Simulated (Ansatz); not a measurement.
Two isomers of C2H3NO: A = `C=CN=O`, B = `OC1=NC1`.

Computed with Ansatz on PBE0-D4/def2-TZVP structures; ΔE is electronic, products minus reactants. CCSD(T)/CBS adds triple-zeta CCSD(T) − MP2 to the extrapolated MP2 energy (def2 sets, frozen cores). DFT in def2-TZVPP. Each species was taken in one conformer, which may not be the lowest.

A:

Z-matrix (Å, degrees):
```
C
C 1 1.328
H 1 1.082 2 122.1
H 1 1.084 2 119.3 3 180.0
N 2 1.420 1 116.9 3 -180.0
H 2 1.088 1 125.8 3 -0.0
O 5 1.204 2 113.9 1 180.0
```

B:

Z-matrix (Å, degrees):
```
C
C 1 1.421
N 1 1.559 2 49.1
H 1 1.087 2 120.8 3 99.7
H 1 1.087 2 120.8 3 -99.7
O 2 1.314 1 146.5 3 180.0
H 6 0.968 2 108.5 1 -180.0
```

(1) Which is lower in electronic energy at CCSD(T)/CBS, and by how much? (Best estimate.)

(2) Give E(B) − E(A) in kJ/mol with LDA (SPW92), CCSD(T)/def2-TZVPP, MP2/def2-TZVPP, BLYP-D4, B2PLYP, r2SCAN-D4, CCSD(T)/def2-SVP. (Best estimate.)

(3) Does the order hold for the free energy at 298.15 K (harmonic terms from PBE0-D4)? (Best estimate.)

Largest T1 diagnostic: 0.015.

Results:

(1) Computed: B, by 95.7 kJ/mol.

(2) Computed: LDA (SPW92) -117.4, CCSD(T)/def2-TZVPP -94.7, MP2/def2-TZVPP -118.5, BLYP-D4 -72.0, B2PLYP -94.1, r2SCAN-D4 -101.1, CCSD(T)/def2-SVP -90.7. None reverses the order clearly.

(3) Ansatz gave: Yes: G(B) − G(A) = -89.4 kJ/mol, for one conformer each.

At CCSD(T), def2-SVP lies +5.0 kJ/mol from the extrapolated value and def2-TZVPP +1.0 kJ/mol. From BLYP to BHLYP (50 % exact exchange), in def2-TZVPP and without D4, E(B) − E(A) moves by −24.7 kJ/mol.
